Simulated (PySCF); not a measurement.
Compound: [MoOF5]2-, F₅MoO (charge -2 and doublet state).
SMILES: `[O]=[Mo-2]([F])([F])([F])([F])[F]`

The calculation used PBE0-D3(BJ)/def2-SVP geometry optimisation, gas phase, def2 core potentials past Kr in PySCF 2.14.0.

Masses are those of the commonest isotopes; rigid-rotor values at the optimised geometry. 

Problem. What are A, B and C (MHz)?

Solution. Ia = 267.18, Ib = 267.70, Ic = 291.66 u·Å²; 505379 MHz·u·Å²/I gives A = 1892, B = 1888, C = 1733 MHz.

Problem. What kind of rotor is it?

Solution. An oblate symmetric top, as the point group C4v requires two equal moments; the computed ones differ by 0.20 % because the geometry is symmetric only within the optimiser's tolerance. Ray's parameter κ = (2B − A − C)/(A − C) = 0.954; −1 is the prolate and +1 the oblate limit.

Problem. Is it planar, by Δ = Ic − Ia − Ib?

Solution. Not planar: Δ = Ic − Ia − Ib = -243.22 u·Å². For a rigid frame Δ = −2 Σ m c², so Σ m c² = 121.61 u·Å² lies off the ab plane. The atom farthest from that plane is 1.88 Å away.

Problem. Where do the R-branch lines fall?

Solution. The dipole of 0.68 D (about the centre of mass, as the species is charged) lies along the symmetry axis, so ΔK = 0 and J+1 ← J falls at 2B(J+1) for every K: 3.78 GHz, 7.56 GHz, 11.34 GHz, 15.12 GHz, 18.90 GHz for J = 0 to 4.

For this open shell read J as N, the rotation without spin; fine and hyperfine splittings come on top. No frequency check. ⟨S²⟩ = 0.757 (exact for a doublet: 0.75). Whether so highly charged an anion holds all its electrons in the gas phase wasn't checked; a finite basis holds them in any case. The ion is multiply charged and computed without counter-ions or solvent. The geometry's basis has no diffuse functions, a weakness for an anion. Constants of a rigid frame at the computed geometry: no zero-point averaging, no centrifugal distortion.

On one thread of an Arm Neoverse V2, no GPU (shared host), this took 2.0 min of wall time and 0.54 GiB of memory at its peak. That covers the optimisation of the geometry.
